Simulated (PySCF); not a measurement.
Gas-phase reaction: Al₂O + AlF₃ + O₂ → 3 AlOF

Energies from PySCF, thermal terms from the rigid-rotor harmonic-oscillator model, ideal gas at 1 bar. Table values come from the NASA 1993 polynomials. After a fit of one offset per element over all species, the range-separated, M06-2X, PBE0/def2-QZVP and CCSD(T)/def2-TZVPP enthalpies, where run, lie to one side of the table for Al₂O (-34 kJ/mol), AlOF (+153 kJ/mol): a fault of the table's entry, another state or a shared error of the levels is possible; this was not checked at source. † marks an energy on the PBE0/def2-TZVP geometry and frequencies; other levels use their own. CCSD(T) freezes the core. 6-31G* has spherical d functions here. Open shells (unrestricted): O₂ (multiplicity 3); the rest are closed-shell singlets. B3LYP is the form with VWN-RPA correlation. For this reaction the table lies outside the span of B3LYP, CCSD(T), M06-2X, MP2, PBE0, r2SCAN, ωB97M-V, ωB97X-V in their largest bases here; which side is off was not settled. CCSD(T) isn't extrapolated to the basis-set limit. The table's entry may be an old estimate for Al₂O, AlF₃, AlOF (not checked at source). Warning, large T1 diagnostic: Al₂O, AlOF (CCSD(T)/def2-SVP†, CCSD(T)/def2-TZVPP†).

```tsv
level	ΔH°(298 K), kJ
table	-390.3
B3LYP/6-31G*	165.8
BLYP/def2-TZVP†	(withheld)
CCSD(T)/def2-SVP†	170.7
CCSD(T)/def2-TZVPP†	81.3
M06-2X/def2-TZVP†	145.5
PBE/def2-SVP	(withheld)
PBE/def2-TZVP†	(withheld)
PBE0/def2-TZVP	(withheld)
r2SCAN/def2-TZVP†	79.4
ωB97M-V/def2-TZVP†	120.2
ωB97X-V/def2-TZVP†	129.1
```

What belongs in the gaps?


- BLYP/def2-TZVP†, ΔH°(298 K), kJ: 49.2
- PBE/def2-SVP, ΔH°(298 K), kJ: 124.3
- PBE/def2-TZVP†, ΔH°(298 K), kJ: 67.4
- PBE0/def2-TZVP, ΔH°(298 K), kJ: 132.4
